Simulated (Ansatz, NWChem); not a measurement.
**Ansatz → NWChem**

This Ansatz 0.2.0 job computes AlCl (aluminium monochloride):

input.yaml:
```yaml
basis:
  gaussian: {orbitals: 6-31+G_st_-spherical.json}
crystal:
  periodic: [false, false, false]
  atoms:
    - {symbol: Al, position_ang: [0.000000, 0.000000, 0.000000]}
    - {symbol: Cl, position_ang: [0.000000, 0.000000, 2.130113]}
correlation: {method: ccsd_t, frozen_orbitals: {Al: 5, Cl: 5}}
accuracy: high
scf: {omitted_lower_state_checks: [cluster_reference, increment]}
output: {forces: true, orbitals: {seedname: orbitals}}
```

```bash
$ ansatz run input.yaml --threads 1 --pin off --max-ram 2610MiB --events-out events.jsonl --progress --plain --runs-dir runs
```

(Basis files named in the input come from the Basis Set Exchange and aren't shown.)

Geometry: the measured bond length.

It gives a total energy of -701.648252 Eh.

Write the same calculation for NWChem 7.3.0 as an input file of the program's own, asking for the energy.

This input was run:

alcl.nw:
```
echo
start alcl
memory total 2200 mb
charge 0

geometry units angstrom noautosym nocenter noautoz
Al    0.000000    0.000000    0.000000
Cl    0.000000    0.000000    2.130113
end

basis spherical bse
* library 6-31+G*
end

scf
thresh 1e-08
maxiter 80
print medium
end

ccsd
freeze core 10
maxiter 60
end

task ccsd(t) energy
```

```bash
$ nwchem alcl.nw > alcl.out
```

Its energy is -701.648252 Eh, 0.000 mEh from the first.
